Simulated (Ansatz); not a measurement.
Geometry optimisation, UKS B3LYP/def2-SVP in Ansatz.

The input (input.yaml):

```yaml
crystal:
  periodic: [false, false, false]
  atoms:
    - { symbol: Al, position_ang: [0.017959, 0.0, -0.069294] }
    - { symbol: Cl, position_ang: [-0.025347, 0.0, 2.118168] }
    - { symbol: H, position_ang: [1.35196, 0.0, -0.877717] }
    - { symbol: F, position_ang: [-1.447197, 0.0, -0.856055] }
    - { symbol: H, position_ang: [-0.009875, 0.0, 4.689898] }
magnetization:
  spin_polarized: true
  initial_magnetization: 1
basis:
  gaussian: { orbitals: def2-SVP }
hamiltonian:
  xc: b3lyp
relax:
  f_tol: 0.03
  max_steps: 50
```

Launched with:

```bash
$ ansatz run input.yaml --threads 1 --pin off --max-ram 2048MiB --backend cpu --events-out ev --progress --plain --runs-dir out
```

Task: Where does it end, and by what steps?

Result: The forces met the threshold. The force dipped under the threshold on the way, but the program's further checks kept it going. After 7 steps the energy has fallen by 0.098 eV; H5 moved furthest, 0.56 Å.

| step | energy less start (eV) | largest force component (eV/Å) | accepted |
| --- | --- | --- | --- |
| 0 | 0.0000 | 1.408 | yes |
| 1 | -0.0653 | 0.454 | yes |
| 2 | -0.0816 | 0.124 | yes |
| 3 | -0.0926 | 0.034 | yes |
| 4 | -0.0961 | 0.016 | yes |
| 5 | -0.0973 | 0.006 | yes |
| 6 | -0.0977 | 0.002 | yes |
| 7 | -0.0978 | 0.001 | yes |

```xyz
5
Properties=species:S:1:pos:R:3
Al 0.017 0.000 -0.181
Cl -0.028 0.000 1.912
H 1.346 0.000 -1.000
F -1.440 0.000 -0.978
H -0.006 0.000 5.252
```

Whether the end is a true minimum wasn't checked by a vibrational analysis.

The run took 24 s on 1 thread of Arm Neoverse V1 (shared host), peak memory 0.14 GiB.
